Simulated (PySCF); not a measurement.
# Al₂H₂: relaxation and vibrations of the triplet

Aim: relax Al₂H₂ as a triplet from a trans-bent X-M-M-X start, check by its vibrations whether the end is a minimum, and collect its spectrum and constants.

Method: PBE0, basis Al def2-TZVP, H def2-TZVP, no relativity, density fitting; program: PySCF 2.14.0.

## 1. The starting structure

4 atoms, charge 0, spin multiplicity 3.

Bond lengths: Al1–Al2 2.520 Å, Al1–H3 1.580 Å, Al2–H4 1.580 Å. Angles: Al2–Al1–H3 126.9°, Al1–Al2–H4 126.9°.

```xyz
4
charge 0 multiplicity 3
Al    0.0000    0.0000    1.2600
Al    0.0000    0.0000   -1.2600
H     1.2640    0.0000    2.2080
H    -1.2640    0.0000   -2.2080
```

## 2. The SCF at the typed geometry

One driver script runs all steps and calls PySCF; scf.py shows how it sets up the SCF of each step. The optimiser is the driver's own. After this first run the driver tries any further starts and a stability analysis.

scf.py

```python
from pyscf import gto, scf, dft
mol = gto.M(atom='''
Al     0.000000     0.000000     1.260000
Al     0.000000     0.000000    -1.260000
H      1.264000     0.000000     2.208000
H     -1.264000     0.000000    -2.208000''',
    basis={'Al': 'def2-TZVP', 'H': 'def2-TZVP'},
    charge=0, spin=2)
mf = dft.UKS(mol, xc='PBE0')
mf.grids.atom_grid = (50, 194)
aux = {'Al': 'def2-universal-JKFIT', 'H': 'def2-universal-JKFIT'}
mf = mf.density_fit(auxbasis=aux)
mf.conv_tol = 1e-08
mf.diis_space = 10
mf.max_cycle = 60
mf.init_guess = 'minao'
mf.verbose = 4
mf.kernel()
```

Launch:

```console
$ OMP_NUM_THREADS=4 python axn.py task.json out
```

The program printed:

```text
init E= -485.639724484683
[... the frontier-level lines of each cycle are left out ...]
cycle= 1 E= -485.728682383461  delta_E= -0.089  |g|= 0.126  |ddm|= 1.22
cycle= 2 E= -485.738684308824  delta_E= -0.01  |g|= 0.0669  |ddm|= 0.24
cycle= 3 E= -485.741132545012  delta_E= -0.00245  |g|= 0.0102  |ddm|= 0.0793
cycle= 4 E= -485.741339111311  delta_E= -0.000207  |g|= 0.00407  |ddm|= 0.0245
cycle= 5 E= -485.741382199684  delta_E= -4.31e-05  |g|= 0.00119  |ddm|= 0.0116
cycle= 6 E= -485.741387226161  delta_E= -5.03e-06  |g|= 0.000319  |ddm|= 0.00521
cycle= 7 E= -485.74138745203  delta_E= -2.26e-07  |g|= 9.96e-05  |ddm|= 0.000893
cycle= 8 E= -485.741387486544  delta_E= -3.45e-08  |g|= 2.85e-05  |ddm|= 0.000434
cycle= 9 E= -485.741387489004  delta_E= -2.46e-09  |g|= 4.59e-06  |ddm|= 0.000125
Extra cycle  E= -485.741387489037  delta_E= -3.32e-11  |g|= 2.3e-06  |ddm|= 1.04e-05
converged SCF energy = -485.741387489037  <S^2> = 2.024272  2S+1 = 3.0161379
```

This step, with its further starts and checks, needed 4.7 s of wall time on 4 threads of Arm Neoverse V2, shared host.

The starts that the driver tried:

```csv
start,energy (Eh)
the minimal-basis guess,-485.741387
a thermally smeared density,-485.741387
a smeared PBE density,-485.741387
```

The test of internal stability and the other starts found no lower solution of this spin.

## 3. Relaxing the triplet from the trans-bent X-M-M-X start

The program finds C2h symmetry in the start, which this walk keeps.

scf.py, as its differences from that of step 2:

```diff
@@ -3 +3 @@
-Al     0.000000     0.000000     1.260000
+Al    -0.000000     0.000000     1.260000
@@ -16 +15,0 @@
-mf.init_guess = 'minao'
```

Energy and gradient, step by step:

```csv
step,energy (Eh),change (kJ/mol),largest symmetric gradient (Eh/bohr)
0,-485.741387,0.00,0.01919
1,-485.747098,-14.99,0.01091
2,-485.749651,-21.70,0.00467
3,-485.749949,-22.48,0.00275
4,-485.750068,-22.79,0.00029
5,-485.750069,-22.79,0.00001
```

The walk took 4.2 s.

Positions (Å) and forces (eV/Å) along the way:

```
step 0
Al   0.000   0.000   1.260   0.453   0.000  -0.987
Al   0.000   0.000  -1.260  -0.453   0.000   0.987
H    1.264   0.000   2.208  -0.012   0.000   0.428
H   -1.264   0.000  -2.208   0.012   0.000  -0.428
step 1
Al   0.081   0.000   1.233   0.327   0.000  -0.561
Al  -0.081   0.000  -1.233  -0.327   0.000   0.561
H    1.268   0.000   2.296  -0.116   0.000   0.141
H   -1.268   0.000  -2.296   0.116   0.000  -0.141
step 3
Al   0.184   0.000   1.181   0.141   0.000   0.075
Al  -0.184   0.000  -1.181  -0.141   0.000  -0.075
H    1.253   0.000   2.372  -0.122   0.000  -0.107
H   -1.253   0.000  -2.372   0.122   0.000   0.107
step 5
Al   0.201   0.000   1.173   0.000   0.000   0.000
Al  -0.201   0.000  -1.173   0.000   0.000   0.000
H    1.243   0.000   2.370  -0.001   0.000   0.001
H   -1.243   0.000  -2.370   0.001   0.000  -0.001
```

It settles in C2h symmetry, 22.8 kJ/mol below the start, after 5 steps: Al–Al 2.381 Å, Al–H 1.587 Å (×2); Al–Al–H 148.7° (×2).

## 4. Hessian and properties

The point is checked on the finer grid, and tightened if its gradient asks for it. The Hessian and the dipole derivatives come from central differences of analytic gradients, with steps of 0.02 bohr.

scf.py, as its differences from that of step 3:

```diff
@@ -3,4 +3,4 @@
-Al    -0.000000     0.000000     1.260000
-Al     0.000000     0.000000    -1.260000
-H      1.264000     0.000000     2.208000
-H     -1.264000     0.000000    -2.208000''',
+Al     0.201198     0.000000     1.173361
+Al    -0.201198     0.000000    -1.173361
+H      1.243290     0.000000     2.370476
+H     -1.243290     0.000000    -2.370476''',
@@ -10 +10 @@
-mf.grids.atom_grid = (50, 194)
+mf.grids.atom_grid = (75, 302)
@@ -13 +13 @@
-mf.conv_tol = 1e-08
+mf.conv_tol = 1e-10
```

This SCF starts from the last density.

SCF at the final geometry:

```text
init E= -485.75007425039
[... the frontier-level lines of each cycle are left out ...]
cycle= 1 E= -485.750074250393  delta_E= -2.96e-12  |g|= 4.95e-07  |ddm|= 3.96e-06
Extra cycle  E= -485.750074250393  delta_E= 3.41e-13  |g|= 2.9e-07  |ddm|= 2.12e-06
converged SCF energy = -485.750074250393  <S^2> = 2.0123704  2S+1 = 3.0082356
```

The whole step took 19 s.

Geometry: C2h; Al–Al 2.381 Å, Al–H 1.587 Å (×2); Al–Al–H 148.7° (×2).

Modes, for the most abundant isotopes:

```tsv
symmetry	ω (cm⁻¹)	IR (km/mol)
bu	254	34.2
au	294	10.0
ag	353	0.0
ag	453	0.0
bu	1907	337
ag	1913	0.0
```

Every mode is real; the point is a minimum.

Constants and moments:

| Quantity | Value |
| --- | --- |
| Dipole moment | 0.00 D |
| Highest occupied level | -5.04 eV |
| Lowest empty level | -2.68 eV |
| Rotational constants | 14.43, 0.1878, 0.1854 cm⁻¹ |
| Zero-point energy | 31.0 kJ/mol |
| Principal polarisabilities | 67.2, 72.3, 147.3 bohr³ |
| Atomisation energy without zero-point energy | 656 kJ/mol |
| Principal traceless quadrupole moments about the centre of mass | -4.50, 0.08, 4.42 D Å |
| Entropy at 298.15 K and 1 bar (electronic part: spin only) | 270.3 J/(mol K) |
| Heat capacity Cp at 298.15 K | 60.0 J/(mol K) |
| Enthalpy at 298.15 K above 0 K | 13.93 kJ/mol |
| Rotational symmetry number | 2 |
| Spin squared ⟨S²⟩ | 2.012 |

Populations by atom (charges in e):

```csv
atom,Mulliken,Löwdin,polar tensor,spin (Mulliken),Mayer order to Al1
Al1,0.06,0.10,0.17,0.98,–
Al2,0.06,0.10,0.17,0.98,1.64
H3,-0.06,-0.10,-0.17,0.02,0.93
H4,-0.06,-0.10,-0.17,0.02,0.04
```

Mulliken populations on Al1: s 5.29, p 7.55, d 0.09, f 0.01.

## 5. Results

| quantity | value |
| --- | --- |
| minimum | triplet, C2h |
| geometry | Al–Al 2.381 Å, Al–H 1.587 Å (×2); Al–Al–H 148.7° (×2) |
| wavenumbers (cm⁻¹) | 254 (bu), 294 (au), 353 (ag), 453 (ag), 1907 (bu), 1913 (ag) |
| dipole moment | 0.00 D |
| highest occupied, lowest empty level (either spin) | -5.04, -2.68 eV |
| polar-tensor charge of Al1 | +0.17 e |
| zero-point energy | 31.0 kJ/mol |
| entropy at 298.15 K | 270.3 J/(mol K) |
| atomisation energy (no zero-point energy) | 656 kJ/mol |
| ⟨S²⟩ | 2.012 |

What this shows: The trans-bent X-M-M-X start keeps its C2h symmetry and ends in a minimum. The strongest infrared band lies at 1907 cm⁻¹ (bu). Only this shape and spin were tried, so other structures or states may lie lower.

The search up to here took 28 s.
